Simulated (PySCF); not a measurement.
Compound: CS₂.
SMILES: `S=C=S`

Computed with wB97X-D/def2-SVPD in PySCF (dipole) on a GFN2-xTB geometry, gas phase.

Masses are those of the commonest isotopes; rigid-rotor values at the optimised geometry. 

(1) What are the moment of inertia and the rotational constant?

(2) List the first levels of a rigid rotor in a Σ state.

(3) Has it a pure rotational spectrum?

(4) Estimate the classical rotational partition function at 10 K, 50 K and 298.15 K.

## Answers

(1) I = 153.647 u·Å², B = 505379 MHz·u·Å²/I = 3289 MHz (0.1097 cm⁻¹, or 0.158 K as hB/k).

(2) E(J) = BJ(J+1): J = 1: 0.219, J = 2: 0.658, J = 3: 1.317, J = 4: 2.194, J = 5: 3.291, J = 6: 4.608 cm⁻¹. The exchanged nuclei have no spin, so only every second level exists.

(3) Not by electric dipole: D∞h allows no dipole (computed 0.00 D). Rotational Raman lines (ΔJ = 2) lie at B(4J + 6), spaced by 8B = 0.878 cm⁻¹ as every second level is missing.

(4) Point group D∞h, symmetry number σ = 2; q = kT/(σhB), k/h = 20836.6 MHz/K: 31.7 at 10 K, 158 at 50 K, 944 at 298.15 K.

Not checked by GFN2-xTB frequencies. Constants of a rigid frame at the computed geometry: no zero-point averaging, no centrifugal distortion.

The run took 1.9 s wall on Arm Neoverse V2, one thread, on a shared host. This is the wB97X-D/def2-SVPD job that gave the dipole, with the excitations it also computed.
